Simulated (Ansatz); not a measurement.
Mulliken charges of C₂H₅NS, SMILES `N/C=C\S` from ωB97M-V/def2-TZVPP in Ansatz (PBE0-D4/def2-TZVP geometry).

```json
{"atom": "N1", "x (Å)": "-0.508", "y (Å)": "0.866", "z (Å)": "-0.948", "charge (e)": "-0.231"}
{"atom": "C2", "x (Å)": "0.393", "y (Å)": "-0.121", "z (Å)": "-0.680", "charge (e)": "0.030"}
{"atom": "C3", "x (Å)": "0.513", "y (Å)": "-0.791", "z (Å)": "0.476", "charge (e)": "-0.194"}
{"atom": "S4", "x (Å)": "-0.641", "y (Å)": "-0.583", "z (Å)": "1.786", "charge (e)": "-0.188"}
{"atom": "H5", "x (Å)": "-0.739", "y (Å)": "1.037", "z (Å)": "-1.910", "charge (e)": "0.129"}
{"atom": "H6", "x (Å)": "-1.273", "y (Å)": "0.943", "z (Å)": "-0.294", "charge (e)": "0.131"}
{"atom": "H7", "x (Å)": "1.097", "y (Å)": "-0.328", "z (Å)": "-1.481", "charge (e)": "0.108"}
{"atom": "H8", "x (Å)": "1.304", "y (Å)": "-1.516", "z (Å)": "0.602", "charge (e)": "0.104"}
{"atom": "H9", "x (Å)": "-0.056", "y (Å)": "0.447", "z (Å)": "2.430", "charge (e)": "0.111"}
```

**Question.** By hand: the dipole of these point charges (1 e Å = 4.8032 D).

**Answer.** Σ q r = (0.136, 0.173, -0.342) e Å, of length 0.407 e Å = 1.95 D.

**Question.** How does the dipole of the full density compare? (An estimate is asked.)

**Answer.** The calculation gave: (0.009, 0.218, -0.437) e Å, 2.35 D; the point charges give 0.83 times that, at 18° from its direction.

Point charges leave out the atoms' own dipoles, such as those of lone pairs, and Mulliken's split depends on the basis, so the two needn't agree.
